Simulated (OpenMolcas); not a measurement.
## OCS (carbonyl sulfide): a line through the functionals

The species is OCS (3 atoms), meant as a singlet with charge 0. SMILES: `O=C=S`. The shape is that of a GFN2-xTB optimisation.

The HOMO–LUMO gap y, in eV, basis def2-TZVP; a is the functional's share of exact exchange. Programs: OpenMolcas 26.06.

| functional | program | a | y (eV) |
| --- | --- | --- | --- |
| r2SCAN | OpenMolcas | 0 | 6.22 |
| revPBE | OpenMolcas | 0 | 5.74 |
| B3LYP | OpenMolcas | 0.2 | 7.43 |
| PBE0 | OpenMolcas | 0.25 | ? |
| BHLYP | OpenMolcas | 0.5 | 10.11 |

**Question.** Fit y = c + s·a to the known rows and predict PBE0.

**Answer.** 
1. Means of the 4 rows: a = 0.1750, y = 7.375.
2. Σ(Δa)² = 0.1675, Σ(Δa·Δy) = 1.3785, so the slope is 1.3785/0.1675 = 8.2299.
3. Intercept: 7.375 − (8.2299) × 0.1750 = 5.935. The largest residual of the fit is 0.29.
4. PBE0: 5.935 + (8.2299) × 0.25 = 7.99 eV.

The run gave 7.93 eV, so the prediction is off by +0.06 eV, within the scatter of the fit. Exact exchange lowers occupied levels and raises empty ones. The rows mix families of semi-local functionals, which the line can't see.
